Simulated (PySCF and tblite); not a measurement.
Molecule: C₅H₉F, numbered as in [F:1][CH:2]1[CH2:3][CH2:4][CH2:5][CH2:6]1; H are named by their carrier, a and b as at the first point (Å):

```
F1      -1.946    0.033    1.297
C2      -1.259    0.115    0.098
C3      -0.231    1.253    0.163
C4       1.073    0.649   -0.357
C5       0.997   -0.805    0.102
C6      -0.466   -1.177   -0.147
H2      -2.033    0.277   -0.659
H3a     -0.122    1.548    1.207
H3b     -0.547    2.125   -0.408
H4a      1.099    0.694   -1.447
H4b      1.949    1.166    0.031
H5a      1.684   -1.454   -0.438
H5b      1.224   -0.869    1.167
H6a     -0.605   -1.501   -1.179
H6b     -0.818   -1.968    0.513
```

The ring 2–3–4–5–6 is held at Altona–Sundaralingam phase angles P (ν_j = ν_max cos(P + 144°(j − 2)), ν_j about the bond from ring atom j to j + 1, counted from 0) and the rest relaxed at GFN2-xTB. Energies: BHandHLYP/pcSseg-1 + D3(BJ). Couplings: B3LYP/6-31G* with H pcJ-1 F pcJ-1, gas phase, for ¹H, ¹⁹F. (tblite 0.8, PySCF 2.14.)

Task: How do the most sensitive couplings change along the phase angle P?

Result: 
| phase angle P ° | ³J(F1,H3b) | ³J(F1,H6a) | ³J(F1,H6b) | ³J(F1,H3a) | ³J(H5a,H6b) | ³J(H3b,H4b) | ³J(H3a,H4a) | ³J(H4a,H5b) | ³J(H5b,H6a) |
| --- | --- | --- | --- | --- | --- | --- | --- | --- | --- |
| 0 | 7.2 | 28.0 | 29.6 | 38.8 | 0.2 | 0.2 | 13.1 | 13.2 | 12.7 |
| 72 | 38.7 | 37.2 | 16.0 | 23.6 | 0.3 | 7.7 | 2.2 | 7.8 | 12.9 |
| 144 | 36.1 | 27.7 | 38.2 | 19.2 | 8.2 | 13.8 | 0.3 | 0.2 | 1.6 |
| 216 | 7.8 | -0.9 | 24.4 | 32.4 | 14.3 | 8.1 | 2.0 | 0.2 | 0.4 |
| 288 | -1.4 | -0.8 | 23.6 | 18.7 | 8.7 | 0.2 | 13.6 | 8.0 | 1.9 |
Values in Hz. Computed couplings to fluorine can be off by tens of per cent at such levels.

Task: Set ³J(H5a,H6b) against its H–C–C–H torsion.

Result: 85°: 0.2 Hz, 86°: 0.3 Hz, 135°: 8.7 Hz, 136°: 8.2 Hz, 167°: 14.3 Hz.

Task: With the energies 0.75, 0.22, 0.04, 1.38, 1.57 kcal/mol at these points, what are the Boltzmann averages at 298 K?

Result: ³J(F1,H3b) 30.5, ³J(F1,H6a) 28.6, ³J(F1,H6b) 28.6, ³J(F1,H3a) 23.9, ³J(H5a,H6b) 4.8, ³J(H3b,H4b) 9.2, ³J(H3a,H4a) 3.2, ³J(H4a,H5b) 4.7, ³J(H5b,H6a) 6.8 Hz, over these points alone; points not sampled, such as mirror images that interchange a and b, would even out couplings that symmetry makes equal.
